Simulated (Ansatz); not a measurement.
# HAlSi, triplet in 6-31G: errors against full CI

Geometry: that of the HAlSi, singlet, kept fixed.

```xyz
3

Si    0.0000    0.0000    2.1008
Al    0.0000    0.0000   -0.2530
H     0.0000    0.0000   -1.8478
```

Basis 6-31G; Ansatz 0.2.0. Only valence electrons are correlated (noble-gas cores frozen), which leaves 8 electrons in 18 orbitals. R marks a restricted (for open shells ROHF) determinant, U an unrestricted one. Active spaces: valence = (8e, 9o) chosen from the atoms' valence shells.

Full CI is exact within this basis and frozen core; it isn't the basis-set limit. The frozen core follows each run's orbitals, which can shift R against U totals by a few meV.

For open shells CISD and CISDTQ are restricted-active-space CI with the open shells as a complete middle space.

* UHF ⟨S²⟩: 2.007
* T1 diagnostic (RCCSD): 0.0356
* largest doubles amplitude (RCCSD): 0.082
* T1 diagnostic (UCCSD): 0.0340

| level | E − E(full CI) (meV) | share of correlation (%) | wall time |
| --- | --- | --- | --- |
| RHF | 2409 | 0.00 | – |
| UHF | 2366 | 1.81 | – |
| RMP2 | 715 | 70.33 | – |
| UMP2 | 712 | 70.44 | – |
| CISD | 216 | 91.03 | 0.51 s |
| RCCSD | 111 | 95.40 | – |
| UCCSD | 110 | 95.43 | – |
| RCCSD(T) | 37 | 98.47 | 0.97 s |
| UCCSD(T) | 37 | 98.48 | 1.1 s |
| BCCD(T) | 42 | 98.27 | 0.78 s |
| RCCSDT | 7 | 99.71 | – |
| UCCSDT | 7 | 99.71 | – |
| CISDTQ | 6 | 99.75 | 3.6 s |
| RCCSDT(Q) | 1 | 99.94 | 2.6 s |
| UCCSDT(Q) | 1 | 99.97 | 2.8 s |
| RCCSDTQ | 0 | 99.98 | 16 s |
| UCCSDTQ | 0 | 99.98 | 17 s |
| CASSCF (valence space) | 677 | 71.90 | – |
| NEVPT2 (valence space) | 210 | 91.30 | 2.3 s |
| MRCISD (valence space) | 19 | 99.19 | – |
| MRCISD+Q (valence space) | 4 | 99.84 | 3.6 s |

The correlation energy at full CI, counted from RHF, is -2.409 eV. That run took 16 s on 1 thread of INTEL XEON PLATINUM 8581C, shared host over 2,340,352 determinants.

Times hold each run's SCF and search for its determinant on a shared host, so for small cases they say little of a method's own cost; they ran on 1 thread of INTEL XEON PLATINUM 8581C. Some runs computed forces too.

The full-CI state has the irrep A2 of C2v, in the program's axes (one component, if the state is degenerate).

Natural occupations of full CI about the gap: 1.964 1.956 1.915 0.977 0.977 0.071 0.044 0.044 0.019 0.009; effectively unpaired electrons, Σ n²(2−n)², 2.07.
